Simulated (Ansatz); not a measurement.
Pyrite RuS2, treated with r²SCAN+rVV10 (plane waves, PAW; Ansatz, a first-principles code).

Settings: plane-wave cutoff 560 eV, 6×6×6 k mesh, Fermi–Dirac smearing 0.01 eV, no spin polarisation, scalar-relativistic PAW data made under PBE.

Computed points:

| V (Å³/atom) | E − E_lowest (meV/atom) | P (GPa) |
|---|---|---|
| 14.178 | 15.09 | 8.52 |
| 14.473 | 3.62 | 4.01 |
| 14.768 | 0.00 | 0.00 |
| 15.064 | 3.35 | -3.57 |
| 15.359 | 12.90 | -6.73 |

Problem. Estimate the bulk modulus from the pressures at 14.473 and 15.064 Å³/atom, and compare it with a fit to all energies.

Solution. B = −V dP/dV. Between V = 14.473 and 15.064 Å³/atom, dP/dV = (-3.57 − (4.01))/(15.064 − 14.473) = -12.8 GPa per Å³/atom; at the midpoint 14.768 Å³/atom this gives B ≈ 189 GPa. The third-order Birch–Murnaghan fit gives V0 = 14.768 Å³/atom, B0 = 189 GPa, B′ = 4.9, which lies within 1 % of that estimate.

Shape and atoms are relaxed at each volume.

Measured, for comparison: equilibrium volume per atom 14.71 Å³/atom (temperature not stated, no zero-point or thermal correction; as tabulated in Wikipedia's data pages). Computed (rounded) less measured: equilibrium volume per atom +0.4 %.

Note: the bulk modulus comes from volumes at which shape and atoms were relaxed.
